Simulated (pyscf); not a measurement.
PySCF, gas phase, ωB97X-D3(BJ)/def2-SVP geometries.

**Question.** How much does it cost (ΔH, 298 K, ωB97M-D3(BJ)/def2-TZVP) to split HN=Ta(Cl)(Cl)–Cl (SMILES [NH]=[Ta]([Cl])([Cl])[Cl]) at its Cl–Ta bond into [HN=Ta(Cl)–Cl]• + Cl•?

**Answer.** Cl–Ta to [HN=Ta(Cl)–Cl]• + Cl•: 110.2 kcal/mol. The 7 functionals that were run give +106.1 (M06-2X) to +117.6 kcal/mol (ωB97X-D3(BJ)). The radicals are drawn with the spin at the cut bond; how far it spreads was not checked. Other isomers of [HN=Ta(Cl)–Cl]• were not searched in full and may lie lower. Left out: the spin-orbit lowering of Cl. Open-shell species with a d-block atom are single-reference here; other states, and whether the spin sits on metal or ligand, were not checked. Elements past Kr carry the def2 core potentials, without spin-orbit coupling.
